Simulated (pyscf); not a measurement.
Structures and frequencies: ωB97X-D3(BJ)/def2-SVP in PySCF.

Q: F–GeH₂• + hydrogen (H₂) → GeH₃• + hydrogen fluoride (HF)
Surface: doublet. Broken: F–Ge, H–H. Formed: Ge–H, F–H. Give ΔE‡ and ΔE from ωB97M-D3(BJ)/def2-TZVP, relative to the separated reactants.

A: ΔE‡ = 1.71 eV, ΔE = +0.39 eV. Zero-point energy shifts the barrier by +0.06 eV. It is a four-centre exchange, with an imaginary mode of 1242i cm⁻¹. The same reactants have a lower exit, to F–GeH₃ + H• (barrier +1.00 eV at ωB97M-D3(BJ)/def2-TZVP, against +1.71 eV here). One saddle was located; it need not be the lowest between these sides. Elements up to Kr have no core potential and no relativistic terms here.
